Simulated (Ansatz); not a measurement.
The end point of a relaxation of Si. All values below come from PBEsol (plane waves to 420 eV, PAW, scalar-relativistic; Ansatz, a quantum-chemistry and plane-wave program).

```cif
data_Si2
_chemical_formula_sum 'Si2'
_space_group_name_H-M_alt 'P 1'
_space_group_IT_number 1
_cell_length_a 3.84207
_cell_length_b 3.84207
_cell_length_c 3.84207
_cell_angle_alpha 60.000
_cell_angle_beta 60.000
_cell_angle_gamma 60.000
loop_
_space_group_symop_operation_xyz
  'x, y, z'
loop_
_atom_site_label
_atom_site_type_symbol
_atom_site_fract_x
_atom_site_fract_y
_atom_site_fract_z
_atom_site_occupancy
Si1 Si 0.75000 0.75000 0.75000 1
Si2 Si 0.50000 0.50000 0.50000 1
```

Question: Find the space group and the Wyckoff positions (tolerance 0.01 Å).

Answer: Space group Fd-3m, origin choice 1 (No. 227); a = b = c = 5.4335 Å, α = β = γ = 90.00°

```csv
atom,site,symmetry,x,y,z
Si,8a,-43m,0.0000,0.0000,0.0000
```

This is the diamond type.

Question: Give the shortest distances between elements (the closest pairs, up to four, under 3.6 Å).

Answer: Si–Si 2.35 Å.

* **Volume per atom**: 20.05 Å³
* **Band gap**: 0.47 eV, indirect (valence top at Γ, conduction bottom at 87 % of the way from Γ to X) (no spin-orbit coupling)
* **Smallest direct gap**: 2.52 eV at Γ

No spin polarisation in the result.

Measured for Si: a 5.421 Å (static lattice; corrected from measurement; as listed in Daniel Mejia-Rodriguez, S. B. Trickey, Phys. Rev. B (2018)); gap 1.23 eV (static lattice; corrected from measurement; as listed in Wei Chen et al., Physical Review Materials (2018)). Computed minus measured — a: PBEsol +0.2 %; gap: PBEsol -0.76 eV. The computed values are for a static lattice, and a measured gap can be an optical one, lowered by exciton binding.

The run could not lose the symmetry of its start; a randomly shaken copy of 4 atoms returns to this structure.
